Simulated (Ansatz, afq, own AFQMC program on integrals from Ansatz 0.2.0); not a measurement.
**AFQMC, coupled cluster and functionals along a coordinate of H₂ + NH, triplet**

```yaml
atoms:
  - { symbol: H, position_ang: [-1.8409, 0.0594, 0.0000] }
  - { symbol: H, position_ang: [-1.0959, 0.0594, 0.0000] }
  - { symbol: N, position_ang: [0.1791, 0.0594, 0.0000] }
  - { symbol: H, position_ang: [0.4482, -0.9448, 0.0000] }
```

A hydrogen atom is moved from one rigid fragment to the other; the H1–H2 distance tells how far. The two fragments are held close together, so this isn't a minimum-energy path and the start is a compressed complex. Energies in kcal/mol count from this geometry (0.745 Å) at the same level; the start stands on UHF, each point on the determinant named.

Basis cc-pVTZ. Noble-gas cores (and the filled d shells of Ga–Kr and In–Xe) are frozen. Ansatz 0.2.0 and our own AFQMC program on the same integrals; the CISD trial comes from CCSD amplitudes, and released means the phaseless constraint is let go. Uncertainties: one standard error, sampling alone.

Cautions, each for one point or more: lower spins were not checked.

| r(H1–H2) / Å | det. | T1 | weight | ⟨S²⟩ | PBE | CCSD | CCSD(T) |
| --- | --- | --- | --- | --- | --- | --- | --- |
| 0.812 | UHF | 0.018 | 0.92 | 2.04 | -1.9 | -0.1 | -0.4 |
| 0.846 | UHF | 0.017 | 0.92 | 2.04 | -2.3 | 0.0 | -0.3 |
| 0.879 | UHF | 0.016 | 0.93 | 2.04 | -2.3 | 0.1 | -0.3 |
| 0.913 | UHF | 0.016 | 0.93 | 2.04 | -2.1 | 0.3 | -0.1 |
| 0.980 | UHF | 0.016 | 0.93 | 2.03 | -0.5 | 1.1 | 0.7 |

Estimate the curve of CCSDT(Q), counted from the same start.


```
r(H1–H2) / Å  det.     T1  weight  ⟨S²⟩  CCSDT(Q)  ph-AFQMC/CISD  released AFQMC
       0.812   UHF  0.018    0.92  2.04      -0.4    -0.2 ± 0.08     -0.3 ± 0.08
       0.846   UHF  0.017    0.92  2.04      -0.3    -0.3 ± 0.08               –
       0.879   UHF  0.016    0.93  2.04      -0.3     -0.1 ± 0.1     -0.1 ± 0.07
       0.913   UHF  0.016    0.93  2.04      -0.1      0.1 ± 0.1      0.0 ± 0.09
       0.980   UHF  0.016    0.93  2.03       0.7     0.7 ± 0.06      0.8 ± 0.08
```

Weight is that of the determinant in the CISD state; at the start T1 is 0.018 and the weight 0.93, and ⟨S²⟩ is 2.03. A dash marks a missing value, a released energy that hasn't settled or a functional that sits on another state. Largest departures from CCSDT(Q), at the points where its series has closed: CCSD(T) 0.0 kcal/mol at 0.980 (on UHF), ph-AFQMC/CISD 0.2 kcal/mol at 0.913 (on UHF), released AFQMC 0.2 kcal/mol at 0.913 (on UHF) (within the noise), PBE -2.1 kcal/mol at 0.879, CCSD 0.4 kcal/mol at 0.913 (on UHF). Functionals count only at points shown to share the start's state and spin.

A walk keeps the symmetry of its determinant, which the program's search chose and which needn't be the lowest solution, so a lower state of the same spin and another symmetry isn't excluded. Released energies are given only where the last usable release times agree within the noise; a slower fall can still hide under it.
